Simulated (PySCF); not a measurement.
# Where the electron goes

Species: C4H7N.
Numbering: `[H]/[N:1]=[CH:2]\[CH:3]1[CH2:4][CH2:5]1` (hydrogens: H6 on N1; H7 on C2; H8 on C3; H9, H10 on C4; H11, H12 on C5)

Structure used (PBE0-D3(BJ)/def2-SVP), in Å, numbered top down from 1:
```xyz
12
C4H7N angstrom
N      2.018    0.517    0.497
C      1.195    0.792   -0.428
C     -0.183    0.265   -0.630
C     -0.567   -1.088   -0.088
C     -1.107    0.134    0.561
H      1.624   -0.174    1.148
H      1.524    1.525   -1.184
H     -0.648    0.567   -1.572
H      0.213   -1.653    0.432
H     -1.236   -1.703   -0.696
H     -0.694    0.432    1.530
H     -2.161    0.389    0.419
```

Level of theory: TDDFT PBE0/def2-SVPD, vertical, gas phase, core orbitals frozen in the response in PySCF 2.14.0, density-fitted response routines.

Frontier orbitals with the atoms that hold most of them (Löwdin shares over 4%, at most four atoms; ? is withheld):

```json
{"orbital": "LUMO+2", "ε (eV)": "1.07", "atoms": "H8 22%, C3 13%, H7 12%, H9 12%"}
{"orbital": "LUMO+1", "ε (eV)": "0.77", "atoms": "C4 18%, C5 16%, H10 12%, H12 11%"}
{"orbital": "LUMO", "ε (eV)": "?", "atoms": "?"}
{"orbital": "HOMO", "ε (eV)": "-7.55", "atoms": "N1 59%, C2 15%, H6 8%, C3 8%"}
{"orbital": "HOMO-1", "ε (eV)": "-8.11", "atoms": "?"}
{"orbital": "HOMO-2", "ε (eV)": "-9.11", "atoms": "C4 32%, C5 29%, C3 14%, H8 5%"}
{"orbital": "HOMO-3", "ε (eV)": "-10.14", "atoms": "C2 20%, C3 19%, N1 16%, C5 14%"}
```

(1) Give the leading atoms of the LUMO.

(2) Which atoms hold the HOMO-1, and with what shares?

(3) What is the LUMO energy, and the HOMO–LUMO gap?

Results:

(1) C2 (bonded to C, N and H) 37%; N1 (bonded to C and H) 33%; C3 (bonded to 3 C and H) 7%; C5 (bonded to 2 C and 2 H) 6%. By element: carbon 51% or more, nitrogen 33%.

(2) N1 (bonded to C and H) 31%; C3 (bonded to 3 C and H) 20%; C2 (bonded to C, N and H) 15%; C5 (bonded to 2 C and 2 H) 13%. By element: carbon 48% or more, nitrogen 31%.

(3) ε(LUMO) = -0.31 eV; the gap is 7.25 eV (0.2663 hartree).

**Question.** The HOMO–LUMO gap is 7.25 eV. Where does the response calculation put the lowest singlet, and from which orbitals?

**Answer.** S1 is at 5.28 eV (f = 0.0026), 1.97 eV below the gap, made of HOMO→LUMO (99%). 

**Question.** Give energy, strength and leading configuration of S1, S2, S3, S4 and S6, and follow the Löwdin shares of the leading atoms from the occupied to the empty orbital.

**Answer.** 
- S1 (5.28 eV, f 0.0026), HOMO→LUMO (99%): N1 59% → 33%, C2 15% → 37%
- S2 (6.98 eV, f 0.148), HOMO-1→LUMO (81%): N1 31% → 33%, C3 20% → 7%, C2 15% → 37%
- S3 (7.26 eV, f 0.083), HOMO→LUMO+1 (72%): N1 59% → at most 11%, C2 15% → at most 11%, C4 at most 8% → 18%, C5 at most 8% → 16%
- S4 (7.42 eV, f 0.011), HOMO-2→LUMO (94%): C4 32% → at most 7%, C5 29% → 6%, C2 at most 5% → 37%, N1 at most 5% → 33%
- S6 (7.66 eV, f 0.022), HOMO-1→LUMO+1 (97%): N1 31% → at most 11%, C3 20% → at most 11%, C4 at most 13% → 18%, C5 13% → 16%

One conformer stands for the species.
